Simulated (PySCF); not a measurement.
P2, SMILES P#P (connectivity only; charge and spin as stated), charge +1, multiplicity 2. The structure is a stationary point at B3LYP-D3(BJ)/def2-TZVPD. The spin state was assumed, not searched.

Calculation: PySCF 2.14.0 with B3LYP-D3(BJ)/def2-TZVPD.

Harmonic wavenumbers (cm⁻¹): 703. Rotational constants (GHz): 8.356 (linear); symmetry number 2.

Q: Work out the zero-point energy and the ideal-gas rigid-rotor harmonic-oscillator thermochemistry at 298.15 K and 1 atm.

A: ZPE = ½ Σ hcν = ½ × 703 cm⁻¹ = 1.01 kcal/mol. H − E(el) = 3.15 kcal/mol. Entropy in cal/(mol K): translation 38.29, rotation 13.75, vibration 0.30, spin 1.38, total 53.72. G − E(el) = -12.87 kcal/mol. Cp = 7.78 cal/(mol K).
